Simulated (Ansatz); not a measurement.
Molecule: acetylene, C$_{2}$H$_{2}$, net charge 0, singlet state. SMILES: C#C
Geometry from a B3LYP-D3(BJ)/def2-TZVP (Ansatz, a first-principles code) optimisation:
```xyz
4

C      0.0000     0.0000    -0.5984
C      0.0000     0.0000     0.5984
H      0.0000     0.0000     1.6611
H      0.0000     0.0000    -1.6611
```

Wanted: vertical triplet-singlet gap, E(triplet) - E(singlet), in eV. Set-up: UHF or UKS for open shells; spin-orbit terms left out; each state is the SCF solution reached for its charge and spin; 6-31G* and kin with 6d, 5d where marked; no dispersion term unless named; 6-311+G** with 5d; non-relativistic. First-principles rows: single points at B3LYP-D3(BJ) geometries (Ansatz). Levels can end on unlike triplets.

| level | program | vertical triplet-singlet gap, E(triplet) - E(singlet) (eV) |
|---|---|---|
| B3LYP/STO-3G | Ansatz | 7.05 |
| B3LYP/3-21G | Ansatz | 6.18 |
| B3LYP/6-31G* | Ansatz | 5.91 |
| B3LYP/6-311+G** | Ansatz | 5.77 |
| B3LYP/def2-TZVPD | Ansatz | 5.74 |

No value to compare with is used here. The 4 habitual levels span 5.77 (B3LYP/6-311+G**) to 7.05 eV (B3LYP/STO-3G); B3LYP/def2-TZVPD gives 5.74.

The sets are all those run for this method; runs whose electronic state is in doubt are left out.
